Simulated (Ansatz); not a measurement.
**CHAlO (triplet): from Hartree-Fock to the top rungs, def2-QZVPP**

The task here is to estimate one member of a computed series from the others.

Computed with Ansatz 0.2.0, Gaussian basis. Level: def2-QZVPP, core rule «outside noble gas», up to 7 orbitals frozen.

To be run: UHF; ROHF; CCSD(T) on UHF.

2 further runs of the same task are left out: 2 set aside as unsound or not needed.

**What is computed**

The geometry is a PBE0/def2-TZVP stationary point (not a proven minimum).

4 atoms, charge 0, spin multiplicity 3.

Atoms are counted from 1 here; the program's logs count them from 0.

Bond lengths: C1–Al2 1.857 Å, C1–H4 1.080 Å, Al2–O3 1.597 Å. Angles: Al2–C1–H4 180.0°, C1–Al2–O3 180.0°.

The first run:

The input, in.yaml:

```yaml
crystal:
  periodic: [false, false, false]
  atoms:
    - {symbol: C, position_ang: [0.000000, 0.000000, 1.057693]}
    - {symbol: Al, position_ang: [0.000000, 0.000000, -0.799174]}
    - {symbol: O, position_ang: [0.000000, 0.000000, -2.396024]}
    - {symbol: H, position_ang: [0.000000, 0.000000, 2.137505]}
basis:
  gaussian: {orbitals: "def2-QZVPP.json"}
magnetization: {spin_polarized: true, initial_magnetization: 2}
hamiltonian: {xc: hf}
output: {orbitals: {seedname: orbitals}}
```

Command:

```bash
ansatz run in.yaml --threads 1 --pin off --events-out ev --progress --plain --max-ram 2393MiB
```

Among the steps run: UHF; ROHF; CCSD(T) on UHF.

One of the session's tables, all rows but one given; the rest of the session is left out.

| method | from UCCSD(T) (meV) |
| --- | --- |
| ROHF | +13297.8 |
| UHF | ? |
| UMP2 | +749.4 |
| UCCSD | +625.3 |
| UCCSD(T) | 0 |

Q: Estimate the row for UHF from the others.

The run gave: from UCCSD(T) (meV): +13090.7. In the column «from UCCSD(T) (meV)» it lies between UMP2 (+749.4) and ROHF (+13297.8).
